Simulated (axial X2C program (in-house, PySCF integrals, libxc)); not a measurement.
**LiN⁺: from Re and ωe to a spectrum**

A bond curve at the CCSD(T) level, 2c, was computed with an axial X2C code built on PySCF integrals (basis N dyall-av3z [7s7p3d2f], Li dyall-cv3z [7s8p2d] (cores contracted in-house)) for the state Ω = 3/2 (⟨Sz⟩ = 1.50, ⟨Lz⟩ = 0.00 at HF). Its fit gives Re = 2.2629 Å, ωe = 253.7 cm⁻¹, ωexe = 10.9 cm⁻¹ and αe = 3.469e-02 cm⁻¹; the masses are 14.0031 and 7.0160 u. Two-component means X2C with spin–orbit coupling and atomic mean-field Coulomb and Gaunt terms.

Correlated methods: 5 electrons correlated (number of frozen shells: N 1 s; Li 1 s), 173 virtual spin orbitals or spinors in MP2, 53 natural virtuals in coupled cluster.

**Question.** Find the reduced mass, Be and the force constant.

**Answer.** From the CCSD(T) values: μ = 4.6741 u. Be = 16.8576/(μ Re²) = 0.7043 cm⁻¹. k = 5.8918×10⁻⁷ μ ωe² = 0.177 mdyn/Å.

**Question.** Estimate De from a Morse curve and compare with the computed well depth of 0.206 eV to N + Li+.

**Answer.** De(Morse) = ωe²/(4ωexe) = 0.183 eV against 0.206 eV computed, a ratio of 0.89. For De the Morse form works well here.

**Question.** A Morse curve ties αe to the other constants (Pekeris). How well does that hold?

**Answer.** αe(Morse) = 6Be²/ωe × (√(ωexe/Be) − 1) = 3.442e-02 cm⁻¹; the CCSD(T) curve gives 3.469e-02 cm⁻¹, a ratio of 0.99.

**Question.** Estimate the centrifugal constant by the Kratzer relation.

**Answer.** D = 4Be³/ωe² = 2.17e-05 cm⁻¹.

**Question.** Where do the fundamental and the first overtone lie?

**Answer.** ν(1←0) = ωe − 2ωexe = 231.9 cm⁻¹; ν(2←0) = 2ωe − 6ωexe = 442.0 cm⁻¹.

Occupations by symmetry block were frozen at the best pattern of an incomplete PBE0 search. Dissociation energies refer to the lowest single-determinant-based atoms at the same level and basis. CCSD and (T) use frozen natural virtuals with an MP2 correction for the truncation; (T) itself is uncorrected, so its De runs slightly low. With several unpaired electrons one determinant need not be a pure state. This is the top spin component of a Σ state; components of lower Ω are not single determinants and can lie lower. The bond is weak, and without diffuse functions and with truncated virtuals even CCSD(T) can be tens of per cent off in De.
